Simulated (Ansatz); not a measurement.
Mulliken charges of C₂H₄FNOS, SMILES `NC(F)(S)C=O` from ωB97M-V/def2-TZVPP in Ansatz (PBE0-D4/def2-TZVP geometry).

```csv
atom,x (Å),y (Å),z (Å),charge (e)
N1,0.659,-1.203,-0.422,-0.270
C2,-0.204,-0.183,0.008,0.285
F3,-1.494,-0.305,-0.453,-0.183
S4,-0.195,-0.205,1.831,-0.132
C5,0.338,1.189,-0.383,0.035
O6,-0.336,2.071,-0.821,-0.236
H7,0.767,-1.213,-1.428,0.125
H8,0.371,-2.113,-0.089,0.133
H9,-1.247,0.623,1.943,0.132
H10,1.423,1.289,-0.184,0.110
```

Problem. By hand: the dipole of these point charges (1 e Å = 4.8032 D).

Solution. Σ q r = (0.291, -0.300, 0.184) e Å, of length 0.457 e Å = 2.20 D.

Problem. How does the dipole of the full density compare? (Best estimate.)

Solution. The calculation gave: (0.272, -0.448, 0.030) e Å, 2.52 D; the point charges give 0.87 times that, at 24° from its direction.

Point charges leave out the atoms' own dipoles, such as those of lone pairs, and Mulliken's split depends on the basis, so the two needn't agree.
